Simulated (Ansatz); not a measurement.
C3H5ClO2 can be A, `CO/C=C(\O)Cl`, or B, `C[C@H]1O[C@H](Cl)O1`.

Isolated molecules relaxed with PBE0-D4/def2-TZVP in Ansatz; ΔE leaves out vibrations. CBS: MP2 limit from def2 TZ/QZ plus the TZ coupled-cluster correction, frozen cores. Functionals use def2-TZVPP. B3LYP here is the variant with VWN-RPA as its local correlation; programs differ in this. Each species was taken in one conformer, which may not be the lowest.

Task: Which is lower in electronic energy at CCSD(T)/CBS, and by how much? (Best estimate.)

Result: Computed: B, by 41.9 kJ/mol.

Task: Give E(B) − E(A) in kJ/mol with B2PLYP, B3LYP, B3LYP-D4, CCSD/def2-TZVPP, MP2/def2-TZVPP, r2SCAN-D4, ωB97M-V. (Best estimate.)

Result: Computed: B2PLYP -36.8, B3LYP -30.1, B3LYP-D4 -29.7, CCSD/def2-TZVPP -49.0, MP2/def2-TZVPP -47.5, r2SCAN-D4 -43.7, ωB97M-V -47.9. None reverses the order clearly.

Largest T1 diagnostic: 0.012.

In def2-TZVPP, CCSD(T) changes the Hartree–Fock value by +4.0 kJ/mol (the triples alone add +2.1 kJ/mol) and MP2 by +3.4 kJ/mol. From PBE to PBE0 (25 % exact exchange), in def2-TZVPP and without D4, E(B) − E(A) moves by −9.5 kJ/mol.
